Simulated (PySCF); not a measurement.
## Spin states of ClF

Unrestricted PBE0; Cl def2-TZVPPD, F def2-TZVPPD; no relativity (PySCF 2.14). Outer shells of the fragments: Cl 3s2 3p5; F 2s2 2p5.

Followed along the bond (rough minima from three points):

```tsv
2Ms+1	unpaired	⟨S²⟩ at the start	R at minimum (Å)	Te (eV)
1	none	0.00	1.62	0.00
3	σ ↑, π ↑	2.01	none in the scan	≤ 2.55
```

Solutions found at the starting distance of 1.585 Å, counted from the lowest of them; the search is not exhaustive and high or unbound solutions are not listed, so other states can lie among these:

```json
{"2Ms+1": "1", "unpaired": "none", "term": "¹Σ⁺", "E (eV)": "0.00", "⟨S²⟩": "0.00", "⟨Lz²⟩": "0.00", "μ (D)": "-0.69"}
{"2Ms+1": "3", "unpaired": "σ ↑, π ↑", "term": "³Π", "E (eV)": "3.32", "⟨S²⟩": "2.01", "⟨Lz²⟩": "1.01", "μ (D)": "-0.62"}
{"2Ms+1": "1", "unpaired": "σ ↑, π ↓", "term": "mixed", "E (eV)": "3.72", "⟨S²⟩": "1.01", "⟨Lz²⟩": "1.01", "μ (D)": "-0.55"}
{"2Ms+1": "3", "unpaired": "π ↑↑", "term": "³Σ⁻", "E (eV)": "7.99", "⟨S²⟩": "2.01", "⟨Lz²⟩": "0.00", "μ (D)": "-0.27"}
{"2Ms+1": "3", "unpaired": "σ ↑↑", "term": "³Σ⁺", "E (eV)": "8.70", "⟨S²⟩": "2.00", "⟨Lz²⟩": "0.00", "μ (D)": "1.01"}
{"2Ms+1": "3", "unpaired": "π ↑↑", "term": "mixed", "E (eV)": "9.85", "⟨S²⟩": "2.00", "⟨Lz²⟩": "2.01", "μ (D)": "1.53"}
```

A term symbol is given only where ⟨S²⟩ and ⟨Lz²⟩ are close to those of a pure state; real π, δ and φ orbitals otherwise mix terms. A positive dipole means Cl(−)F(+).

Counting both spins, an empty level lies below a filled one in some of these solutions, because spin and occupation are held.
